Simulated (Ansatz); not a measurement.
CH₂O₂, charge -1, quartet, at a GFN2-xTB geometry of the parent state (a state made from the parent by changing its charge; the spin is typed, not shown lowest) (a gas-phase anion, which may not be bound at this level).

Here is a job for Ansatz (a quantum-chemistry and plane-wave program).
Ansatz 0.2 input:
```yaml
crystal:
  periodic: [false, false, false]
  atoms:
    - {symbol: O, position_ang: [0.88165186, -0.79800338, -0.04541124]}
    - {symbol: C, position_ang: [-0.44999146, -0.19581427, 0.20339102]}
    - {symbol: O, position_ang: [-0.57442091, 1.06337156, -0.05525830]}
    - {symbol: H, position_ang: [1.43328073, -0.02488347, -0.20621193]}
    - {symbol: H, position_ang: [-1.19117966, -0.92317640, -0.20877782]}
basis:
  gaussian:
    orbitals: def2-SV_P_.json
hamiltonian:
  xc: blyp
total_charge: -1
magnetization: {spin_polarized: true, initial_magnetization: 3}
```
The basis file holds def2-SV(P) in the JSON format of the Basis Set Exchange.

Q: What does this run give for the <S^2>, number of basis functions, total energy?

A: 
The <S^2> comes out as 3.754 and the number of basis functions comes out as 46. The total energy comes out as -189.2684 Eh.

A gas-phase anion may not be bound at this level; its values then depend on the basis.
